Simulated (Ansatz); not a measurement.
**Property card for SiNi₂**

These are results of DFT PBE, scalar-relativistic, plane waves, PAW in Ansatz, not measurements.

Plane waves to 420 eV, a k mesh through Γ of 8×10×6 on the computed 12-atom cell and Gaussian smearing (0.10 eV); no spin polarisation.

The structure is relaxed at this level of theory with its symmetry kept. Whether it is the stable form of this composition wasn't checked.

```
Si Ni
1.0
     5.02206    0.00000    0.00000
     0.00000    3.72991    0.00000
     0.00000    0.00000    7.07655
Si Ni
4 8
Direct
  0.28678 0.75000 0.61471
  0.71322 0.25000 0.38529
  0.21322 0.25000 0.11471
  0.78678 0.75000 0.88529
  0.95940 0.75000 0.20384
  0.04060 0.25000 0.79616
  0.54060 0.25000 0.70384
  0.45940 0.75000 0.29616
  0.83058 0.75000 0.56030
  0.16942 0.25000 0.43970
  0.66942 0.25000 0.06030
  0.33058 0.75000 0.93970
```

* Space group: Pnma (No. 62)
* Volume per atom: 74.5 bohr³
* Formation energy from the elements' standard states (uncorrected): -0.547 eV/atom
* Kohn–Sham band gap: none (metal)
* Density of states at the Fermi level: 7.00 states/eV per cell
* Löwdin character within 0.5 eV of the Fermi level: Ni 3d 67 %, Si 3p 23 %

A ferromagnetic start lost its moments in a first run, so spin was left out; other magnetic orders weren't tried.

Cost: 1 run of about 11 core-minutes, on Intel Xeon Processor @ 2.50GHz (Skylake/Cascade Lake) (shared hosts).